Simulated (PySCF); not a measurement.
**Worked example for fluoronium: deprotonation at atom F1**

Structure: `[FH2+]` ([H2F]+). Non-hydrogen atoms are numbered in `[FH2+:1]`.

Computed at M06-2X/ma-def2-TZVP // PBE0-D3(BJ)/ma-def2-SVP with PySCF (density fitting, grid level 3). Zero-point and thermal terms (298.15 K, 1 bar) come from unscaled PBE0-D3(BJ)/ma-def2-SVP harmonic frequencies, with soft modes damped to free rotors in the entropy.

Step: [H2F]+ → HF + H⁺.

| species | charge | multiplicity | E / Eh |
| --- | --- | --- | --- |
| [H2F]+ | 1 | 1 | -100.645371 |
| HF | 0 | 1 | -100.452417 |

Thermal terms, products less reactant: Δ(H − E) = -19.86 kJ/mol, Δ(G − E) = -47.30 kJ/mol (the bare proton has no electronic energy, H = 5/2 RT). 1 Eh = 2625.50 kJ/mol.

What are ΔE, ΔH and ΔG of this step?

ΔE = 0.192954 Eh = 506.60 kJ/mol; ΔH = 486.7 kJ/mol; ΔG = 459.3 kJ/mol, all in the gas phase at 298.15 K and 1 bar. The digits show the arithmetic; the method itself can be off by 10 kJ/mol or more. The Active Thermochemical Tables (1.112) give ΔH = 485.1 kJ/mol.
